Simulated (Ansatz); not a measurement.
Geometry optimisation, Ansatz, RKS revPBE/def2-SVP.

Input file:

```yaml
crystal:
  periodic: [false, false, false]
  atoms:
    - { symbol: O, position_ang: [-0.7616, -0.8237, -0.3544] }
    - { symbol: C, position_ang: [-0.0428, 0.3781, -0.1149] }
    - { symbol: S, position_ang: [-0.79506, 1.18684, 1.26411] }
    - { symbol: H, position_ang: [-1.616, -0.4625, -0.6457] }
    - { symbol: H, position_ang: [1.01095, 0.15533, 0.12907] }
    - { symbol: H, position_ang: [-0.07907, 1.03765, -0.99557] }
    - { symbol: H, position_ang: [-2.07002, 1.05984, 0.87711] }
basis:
  gaussian: { orbitals: def2-SVP }
hamiltonian:
  xc: revpbe
relax:
  f_tol: 0.015
  max_steps: 40
```

Launched with:

```bash
$ ansatz run input.yaml --threads 1 --pin off --max-ram 2048MiB --backend cpu --events-out ev --progress --plain --runs-dir out
```

Q: Where does it end, and by what steps?

A: It converged. After 8 steps the energy has fallen by 0.348 eV; H7 moved furthest, 0.54 Å.

```json
{"step": "0", "energy less start (eV)": "0.0000", "largest force component (eV/Å)": "2.287", "accepted": "yes"}
{"step": "1", "energy less start (eV)": "-0.2582", "largest force component (eV/Å)": "0.973", "accepted": "yes"}
{"step": "2", "energy less start (eV)": "-0.3068", "largest force component (eV/Å)": "0.764", "accepted": "yes"}
{"step": "3", "energy less start (eV)": "-0.2227", "largest force component (eV/Å)": "2.692", "accepted": "no"}
{"step": "4", "energy less start (eV)": "-0.3374", "largest force component (eV/Å)": "0.704", "accepted": "yes"}
{"step": "5", "energy less start (eV)": "-0.3448", "largest force component (eV/Å)": "0.105", "accepted": "yes"}
{"step": "6", "energy less start (eV)": "-0.3121", "largest force component (eV/Å)": "0.574", "accepted": "no"}
{"step": "7", "energy less start (eV)": "-0.3474", "largest force component (eV/Å)": "0.050", "accepted": "yes"}
{"step": "8", "energy less start (eV)": "-0.3476", "largest force component (eV/Å)": "0.006", "accepted": "yes"}
```

```xyz
7
Properties=species:S:1:pos:R:3
O -0.609 -0.925 -0.511
C -0.127 0.331 -0.120
S -0.840 1.039 1.453
H -1.552 -0.825 -0.737
H 0.952 0.210 0.104
H -0.230 1.113 -0.907
H -1.948 1.588 0.879
```

The run took 12 s on 1 thread of Arm Neoverse V2 (shared host), peak memory 0.12 GiB.
